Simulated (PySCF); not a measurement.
**Working out the electron affinity of Cl**

Cl⁻ [Ar] (1S) → Cl [Ne] 3s2 3p5 (2P). All numbers are calculated (PySCF 2.14, no relativity, point nucleus, in aug-cc-pV(Q+d)Z with one added diffuse shell each of s, p, d, f, g type (8s7p6d4f3g, 114 functions)). Frozen: [Ne]. Energies in hartree (1 hartree = 27.21139 eV):

```tsv
part	Cl⁻ (lower)	Cl (upper)
UHF	-459.576354	-459.489252
MP2 opposite-spin	-0.173345	-0.138668
MP2 same-spin	-0.053714	-0.038547
```

Task: What does Hartree-Fock give?

Result: (-459.489252) − (-459.576354) = 0.087102 hartree = 2.370 eV.

Task: What do MP2 and SCS-MP2 (6/5 opposite-spin, 1/3 same-spin) give?

Result: The opposite-spin parts differ by 0.944 eV and the same-spin parts by 0.413 eV. MP2: 2.370 + (0.944) + (0.413) = 3.727 eV. SCS-MP2: 2.370 + 1.2 × (0.944) + (0.413)/3 = 3.640 eV.

A first-order spin-orbit estimate adds -0.035 eV to MP2 (valence), giving 3.692 eV against 3.613 eV (measured; photodetachment measurements, as compiled on the Wikipedia data page of electron affinities).

What remains against the reference includes basis incompleteness, the frozen core and correlation beyond second order.
